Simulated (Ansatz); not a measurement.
# UCCSD/STO-3G run of SiH3O (SMILES [O][SiH3])

What is the vertical ionisation energy of SiH3O at UCCSD/STO-3G? 

The results are computed with Ansatz 0.2.0.

65 further runs of the same task are left out: 16 that didn't finish, 49 set aside as unsound or not needed.

## 1. The system as given

SiH3O: 5 atoms, total charge 0, spin state doublet. As SMILES, `[O][SiH3]`. Geometry: relaxed at GFN2-xTB.

Bond lengths: O1–Si2 1.530 Å, Si2–H3 1.490 Å, Si2–H4 1.494 Å, Si2–H5 1.496 Å. Angles: O1–Si2–H3 115.3°, O1–Si2–H4 114.5°, O1–Si2–H5 114.3°, H3–Si2–H4 104.6°, H3–Si2–H5 104.2°, H4–Si2–H5 102.6°.

## 2. A single-point energy at UCCSD/STO-3G

input.yaml

```yaml
crystal:
  periodic: [false, false, false]
  atoms:
    - {symbol: O, position_ang: [-1.416610, 0.267850, 0.690210]}
    - {symbol: Si, position_ang: [-0.065850, 0.007840, 0.019870]}
    - {symbol: H, position_ang: [-0.120650, -0.242400, -1.447490]}
    - {symbol: H, position_ang: [0.685890, -1.159260, 0.572930]}
    - {symbol: H, position_ang: [0.917210, 1.125960, 0.164480]}
basis:
  gaussian:
    orbitals: STO-3G
magnetization:
  spin_polarized: true
  initial_magnetization: 1
correlation:
  method: ccsd
  frozen_orbitals: {H: 0, O: 1, Si: 5}
accuracy: high
scf:
  omitted_lower_state_checks: [cluster_reference, increment]
```

Started as:

```
$ ansatz run input.yaml --threads 1 --pin off --max-ram 2610MiB --events-out events.jsonl --progress --plain --runs-dir runs
```

Output, shortened:

```text
Warning: RAYON_NUM_THREADS=1 ignored (pool sized by the plan → 1); use --threads N
Functional definition: HF
  name "HF"
[...]
290 factors; integrals over basis functions are off by at most 2.8e-8 eV
[...]
mean field -9826.87252622 eV, -361.1309044450 hartree, gradient 3.8e-8 eV, S^2 0.755587; 5 other end points of the search recorded, 0 dependent functions left out
6 core orbitals not correlated: weight in the atoms' cores, before any rotation towards them, 1.000 or more for the frozen orbitals, at most 0.000 for the correlated occupied ones
reference -9826.87252622 eV, -361.1309044450 hartree; 7, 6 occupied and 4, 5 virtual orbitals, 290 factors
second order -1.45793828 eV of doubles, -0.00000000 eV of singles
cycle   1  -1.85404784 eV  change   -4.0e-1 eV  update   5.9e-2
[...]
cycle  34  -2.11724236 eV  change   5.5e-10 eV  update  8.1e-10
Total energy: -9828.98976857 eV, -361.2087116665 hartree
Checks for a lower state left out: cluster_reference, increment
```

Wall time 0.34 s (1 thread of Arm Neoverse V1, shared host).

## 3. The singlet cation, same level

molecule.yaml

```yaml
basis:
  gaussian: {orbitals: STO-3G}
crystal:
  periodic: [false, false, false]
  atoms:
    - {symbol: O, position_ang: [-1.416610, 0.267850, 0.690210]}
    - {symbol: Si, position_ang: [-0.065850, 0.007840, 0.019870]}
    - {symbol: H, position_ang: [-0.120650, -0.242400, -1.447490]}
    - {symbol: H, position_ang: [0.685890, -1.159260, 0.572930]}
    - {symbol: H, position_ang: [0.917210, 1.125960, 0.164480]}
total_charge: 1
correlation: {method: ccsd, frozen_orbitals: {H: 0, O: 1, Si: 5}}
accuracy: high
scf: {omitted_lower_state_checks: [cluster_reference, increment]}
```

Started as:

```
$ ansatz run molecule.yaml --threads 1 --pin off --max-ram 2610MiB --events-out events.jsonl --progress --plain --runs-dir runs
```

Output:

```text
Warning: RAYON_NUM_THREADS=1 ignored (pool sized by the plan → 1); use --threads N
[... 14 lines left out ...]
6 core orbitals not correlated: weight in the atoms' cores, before any rotation towards them, 1.000 or more for the frozen orbitals, at most 0.000 for the correlated occupied ones
[... 64 lines left out ...]
Total energy: -9819.73690019 eV, -360.8686750254 hartree
Checks for a lower state left out: cluster_reference, increment
```

It took 0.24 s on 1 thread of Arm Neoverse V1, shared host.

## 4. Outcome

Level: UCCSD/STO-3G, 6 core orbitals frozen.

| quantity | value |
| --- | --- |
| doublet SiH3O: total energy | -361.20871 Eh |
| doublet SiH3O: correlation energy (6 core orbitals frozen) | -77.8 mEh |
| doublet SiH3O: ⟨S²⟩ of the reference determinant | 0.756 |
| doublet SiH3O: T1 diagnostic | 0.012 |
| singlet cation: total energy | -360.86868 Eh |
| singlet cation: correlation energy (6 core orbitals frozen) | -137.1 mEh |
| singlet cation: T1 diagnostic | 0.060 |
| vertical ionisation energy (to the singlet cation) | 9.253 eV |

**Reading.** The vertical ionisation energy comes to 9.25 eV (213 kcal/mol). Only the singlet of the ionised species was computed; a triplet could lie lower. In a minimal basis such a difference can be off by several eV, whatever the method. The T1 diagnostic (singlet cation) of 0.060 is above the customary mark for such species, so a single reference may not serve. The restricted solution (singlet cation) is unstable to spin breaking: an unrestricted one lies lower.
